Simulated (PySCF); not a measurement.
Geometry:
```csv
atom,x (Å),y (Å),z (Å)
O1,-1.360,0.248,0.016
C2,-0.187,-0.004,0.008
P3,1.395,-0.343,-0.004
```

Total charge -1.

Geometry: PBE0-D3(BJ)/def2-SVP; GIAO shifts from PySCF 2.14.0 with density-fitted response routines, gas phase, non-relativistic, averaged over equivalent atoms.

At PBE0/pcSseg-1 (58 basis functions, 2.5 s wall time on 1 thread of an Intel Xeon Platinum 8252C, shared host):
```tsv
atoms	δ (ppm)
O1	232.2
C2	175.8
P3	-434.6
```

Chemical shifts δ = σref − σ; $^{17}$O (σref 334.56) vs H2O; TMS for $^{13}$C (σref 184.41); H3PO4 for $^{31}$P (σref 310.13), all at this level.

Predict the values at PBE/pcSseg-2 on the same geometry.

Results:


```csv
atoms,δ at PBE/pcSseg-2,change
O1,224.8,-7.4
C2,173.2,-2.6
P3,-481.2,-46.6
```

Shifts are taken against calculated references (same method and geometry level): $^{17}$O (327.88 ppm) against H2O; $^{13}$C (179.39 ppm) vs TMS; $^{31}$P (281.80 ppm) against H3PO4.

The largest change is at P3 (phosphorus bonded to C). Cost: 115 basis functions, 4 s wall time on 1 thread of an Intel Xeon Platinum 8252C, shared host.

Experimental scales use liquid or dissolved standards, which lie at an offset from isolated H2O (liquid H2O: subtract about 36 ppm) and H3PO4.
